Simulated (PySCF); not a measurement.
## Gas-phase XPS of `C[S+](C)C`, computed

C3H9S (charge +1).
Structure used (PBE0-D3(BJ)/def2-SVP), in Å, numbered top down from 1:
```xyz
13
C3H9S angstrom
C     -0.390    1.549    0.354
S     -0.159   -0.161    0.849
C      1.524   -0.510    0.331
C     -1.147   -1.068   -0.345
H     -0.141    1.686   -0.707
H      0.257    2.163    0.996
H     -1.440    1.805    0.551
H      1.657   -0.293   -0.738
H      1.717   -1.570    0.547
H      2.188    0.112    0.947
H     -0.883   -0.779   -1.371
H     -0.959   -2.137   -0.176
H     -2.201   -0.848   -0.129
```

Method: delta-SCF UKS SCAN, pcX-2 on the ionised atom, pcseg-1 elsewhere, spin-free X2C in PySCF. Vertical ΔSCF values, vacuum level as zero.

Question: What binding energy does each computed site have?

Answer: 
| atom(s) | bonded to | level | binding energy (eV) | count |
| --- | --- | --- | --- | --- |
| C1/C3/C4 | S and 3 H | C 1s | 296.94 | 3 |
| S2 | 3 C | S 1s | 2485.04 | 1 |

Question: What is the longest wavelength that can ionise S 1s of S2 vertically?

Answer: λ = hc/E = 12398.42 eV Å / 2485.04 eV = 4.989 Å.

Atoms equivalent by their bonding share one computed value, that of the first of them. Not every level is listed. The species carries charge +1, so core ionisation leaves charge +2. Isolated species at its PBE0-D3(BJ)/def2-SVP geometry, gas phase.
